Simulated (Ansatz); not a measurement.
Energy needed to pull apart BHO2 (SMILES O=BO), closed shell, into free ground-state atoms, from the structure below (displaced at random from a GFN2-xTB minimum); no zero-point or spin–orbit terms; open-shell atoms are treated unrestricted, in their ground-state multiplicity.

O1  (-1.528, 0.471, 0.398)
B2  (-0.613, 0.216, 0.120)
O3  (0.750, -0.311, 0.157)
H4  (1.262, -0.208, -0.845)
(Å)

Computed with Ansatz 0.2.0 (basis: def2-TZVPP); correlated methods freeze the cores.

| method | atomization energy (kcal/mol) |
| --- | --- |
| PBE-D4 | ? |
| r2SCAN-D4 | 349.8 |
| PBE0-D4 | 345.2 |
| r2SCAN0-D4 | ? |
| BHLYP-D4 | 324.7 |
| wB97M-V | 349.9 |
| HF | 213.0 |
| MP2 | 352.3 |
| CCSD | 321.4 |
| CCSD(T) | 329.8 |

Task: What does PBE-D4 give? (Judge from chemistry; the value comes from the calculation.)

Result: By the calculation: 362.7 kcal/mol, which is about 32.8 kcal/mol more than CCSD(T)/def2-TZVPP.

Task: What does r2SCAN0-D4 give? (Judge from chemistry; the value comes from the calculation.)

Result: By the calculation: 335.2 kcal/mol, which is about 5.4 kcal/mol more than CCSD(T)/def2-TZVPP.

In triple zeta the MP2 and coupled-cluster atomization energies are still short of their basis limit by a few kcal/mol a bond, whereas those of the functionals are nearly converged, so these differences are not deviations from converged CCSD(T).

No T1 diagnostic of these runs exceeds 0.013.

For scale, one of the runs: CCSD(T)/def2-TZVPP forces, 107 basis functions (an equivalent command: `ansatz run in.yaml --threads 4`). Hardware: 4 CPU threads, shared host. Wall time 9 s; peak host memory 0.67 GiB.
